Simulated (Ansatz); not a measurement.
Ideal-gas functions of `[OH-]` at 400 K and 1 bar, from an Ansatz frequency run at PBE0-D4/def2-TZVPD.

Molar mass 17.01 g/mol, point group C∞v (symmetry number 1), electronic degeneracy 1, moments of inertia 0.88 u Å². Harmonic wavenumbers (cm⁻¹, unscaled): 3807.

Use S(trans) = R[1.5 ln M + 2.5 ln T − 1.1517]; rotational temperatures θ = 24.2544 K / I; S(rot) = R[ln(T/σθ) + 1]; for each mode x = 1.438777 ν̃/T, S = R[x/(eˣ − 1) − ln(1 − e⁻ˣ)] and H = RT x/(eˣ − 1); 1 cm⁻¹ = 0.0119627 kJ/mol; R = 8.31446 J/(mol·K).

**Question.** By hand: the entropy, in J/(mol·K).

**Answer.** Translation 150.3. Rotation: θ = 27.5618 K, giving 30.6. Vibration, mode by mode: 0.00, in all 0.0. Electronic 0.0. Sum 180.9 J/(mol·K).

**Question.** By hand: H − E and G − E in kJ/mol, counted from the electronic energy.

**Answer.** Zero-point energy ½ × 3807 × 0.0119627 = 22.8; thermal vibration 0.0; translation, rotation and pV give 3.5 RT = 11.6. H − E = 34.4 kJ/mol, and G − E = 34.4 − 400 × 180.9/1000 = -38.0 kJ/mol.

Vibration gives 0 % of the entropy; all modes have x over 3 and are hardly excited.
